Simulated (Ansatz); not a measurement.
Reading a saddle point

A first-order saddle point of AlH₄F, closed shell, PBE0-D4/def2-TZVP, with one imaginary mode of 361i cm⁻¹:

```
6
angstrom
Al -0.0939 -0.5553 0.1590
H 1.2430 0.2348 -0.4843
H -0.9164 -1.4145 -0.8767
H -0.0199 -0.8258 1.7111
H 0.3763 1.2081 -0.4055
F -0.5892 1.3528 -0.1036
```

Program: Ansatz 0.2.0. Basis: def2-TZVPP and def2-QZVPP. Cores are frozen in the correlated methods. Extrapolation: Hartree–Fock as exp(−7.88 √X), correlation as X^−2.97.

Q: Which contacts change along the imaginary mode, and what lies on either side? (A judgement: the text doesn't fix the answer.)

A: The calculation gives: The step is AlH₃ + HF → AlH₂F ([F][AlH2]) + H₂, with the molecules in contact on both sides. Shortening one way: Al1–F6, H2–H5; lengthening the same way: Al1–H2, H5–F6.
```tsv
pair	one side (Å)	saddle (Å)	other side (Å)
Al1–F6	2.11	1.99	1.65
H2–H5	2.03	1.31	0.76
Al1–H2	1.61	1.68	2.26
H5–F6	0.94	1.02	2.88
```

Q: Which side is lower, and how far does the saddle lie above each? (To be estimated.)

A: The calculation gives: The side with Al1–F6, H2–H5 short is lower by 141.8 kJ/mol; the saddle lies 151.3 kJ/mol above it and 9.5 kJ/mol above the other (CCSD(T) at an estimated basis limit (MP2 extrapolated from triple and quadruple zeta, plus CCSD(T) − MP2 in triple zeta); electronic energies).

No T1 diagnostic of these runs exceeds 0.012.

Labels in which every atom is bracketed show which atoms are joined, not bond orders.

For scale, one of the runs: CCSD(T)/def2-TZVPP, 129 basis functions (an equivalent command: `ansatz run in.yaml --threads 2`). Time: 4.5 s of wall clock on 2 CPU threads; the host was shared. Peak host memory: 0.6 GiB.
